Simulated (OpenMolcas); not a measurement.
# A OpenMolcas job on AlSiH3O (SMILES [O]1[AlH][SiH2]1)

Aim: a single-point energy of AlSiH3O.

The results are computed with OpenMolcas 26.06.

### 1 Starting point

AlSiH3O has 6 atoms, charge 0, and is taken as a singlet. As SMILES, `[O]1[AlH][SiH2]1`. All atoms were displaced at random from a relaxed shape.

Bond lengths: O1–Al2 1.846 Å, Al2–Si3 2.337 Å, Al2–H4 1.449 Å, Si3–H5 1.291 Å, Si3–H6 1.519 Å. Angles: O1–Al2–Si3 60.3°, O1–Al2–H4 137.6°, Si3–Al2–H4 161.6°, Al2–Si3–H5 130.5°, Al2–Si3–H6 119.2°, H5–Si3–H6 94.4°. A long bond or contact: O1–Si3 2.144 Å.

### 2 The job

File step17.input:

```
* AlH3OSi CASPT2

&GATEWAY
 Coord
 6
 angstrom
 O       -1.133092      -0.752660      -0.170629
 Al       0.594517      -1.155304       0.341418
 Si       0.028012       1.049230      -0.187818
 H        1.371948      -2.340073       0.641895
 H       -0.373623       1.568105      -1.299178
 H       -1.005089       1.772874       0.658897
 Basis
 ANO-RCC-VDZP
 Group
 NoSym

&SEWARD

&RASSCF
 FileOrb
 $CurrDir/step2.RasOrb
 Spin
 1
 Nactel
 2 0 0
 Inactive
 18
 Ras2
 2
 Iterations
 1 100
 OrbListing
 Nothing

&CASPT2
```

Run with:

```sh
$ export MOLCAS_MEM=1860
$ pymolcas step17.input > step17.log
```

Standard output:

```text
--- Start Module: gateway ---

                                              &GATEWAY

                       available to each process: 1.9 GB of memory, 1 thread

++    Symmetry information:
      ---------------------

                    Character Table for C1

                             E
                    a        1  x, y, xy, Rz, z, xz, Ry, yz, Rx, I
--

++    Basis set information:
      ----------------------

      Basis set label: O.ANO-RCC...3S2P1D.

      Electronic valence basis set:
      ------------------
      Associated Effective Charge   8.000000 au
      Associated Actual Charge      8.000000 au
      Nuclear Model: Point charge

      Shell  nPrim  nBasis  Cartesian Spherical Contaminant
         s      14       3        X
         p       9       2        X
         d       4       1                 X

      Basis set label: AL.ANO-RCC...4S3P1D.

      Electronic valence basis set:
      ------------------
      Associated Effective Charge  13.000000 au
      Associated Actual Charge     13.000000 au
      Nuclear Model: Point charge

      Shell  nPrim  nBasis  Cartesian Spherical Contaminant
         s      17       4        X
         p      12       3        X
         d       5       1                 X

      Basis set label: SI.ANO-RCC...4S3P1D.

[... 132 lines left out ...]
      Nuclear repulsion energy =  125.15943105
[... 74 lines left out ...]
      No convergence after  1 iterations
[... 10 lines left out ...]
      printout of CI-coefficients larger than  0.05 for root  1
[... 1 line left out ...]
      conf/sym  11     Coeff  Weight
[... 7 lines left out ...]
      *                                                    Final results                                                     *
[... 6 lines left out ...]
      RASSCF energy for state  1                   -608.52179270
[... 12 lines left out ...]
::    RASSCF root number  1 Total energy:   -608.52179270
[... 29 lines left out ...]
      Dipole Moment (debye):
[... 29 lines left out ...]
      Natural Bond Order analysis for root number:  1

++    Natural Bond Order analysis
      ---------------------------
      Based on LoProp computed density
      -------------------------------------------------------------------------------------
      Atom A       Atom B       Bond Order | Atom A       Atom B       Bond Order
        AL2          SI3            0.805  |   AL2          H4             0.778
      -------------------------------------------------------------------------------------
      NBO located      3.167 electrons involved in    2 bonds.
      NBO located      1.000 non-bonded electrons on atom O1
      NBO located      0.994 non-bonded electrons on atom O1
      NBO located      0.944 non-bonded electrons on atom AL2
      NBO located      0.989 non-bonded electrons on atom AL2
      NBO located      0.999 non-bonded electrons on atom AL2
      NBO located      1.000 non-bonded electrons on atom AL2
      NBO located      1.000 non-bonded electrons on atom AL2
      NBO located      0.982 non-bonded electrons on atom SI3
      NBO located      1.000 non-bonded electrons on atom SI3
      NBO located      1.000 non-bonded electrons on atom SI3
      NBO located      1.000 non-bonded electrons on atom SI3
      NBO located      0.999 non-bonded electrons on atom SI3
      The remaining    5.844 electrons are to be considered as diffuse
--

--

      Average orbitals are written to the RASORB file
      Natural orbitals for root   1 are written to the RASORB.1 file
      Spin density orbitals for root   1 are written to the SPDORB.1 file

--- Stop Module: rasscf /rc=_RC_NOT_CONVERGED_ ---
--- Module rasscf spent 2 seconds ---

.#######################.
.# Convergence problem #.
.#######################.

    Timing: Wall=10.91 User=8.65 System=0.98
```

It took 11 s on 1 thread of Arm Neoverse N1, shared host; peak memory 0.42 GiB.

### 3 Reading the log

The run stopped without converging.

The cause is that the iteration cap is too low for convergence. To mend it: RASSCF iteration cap default in place of 1.
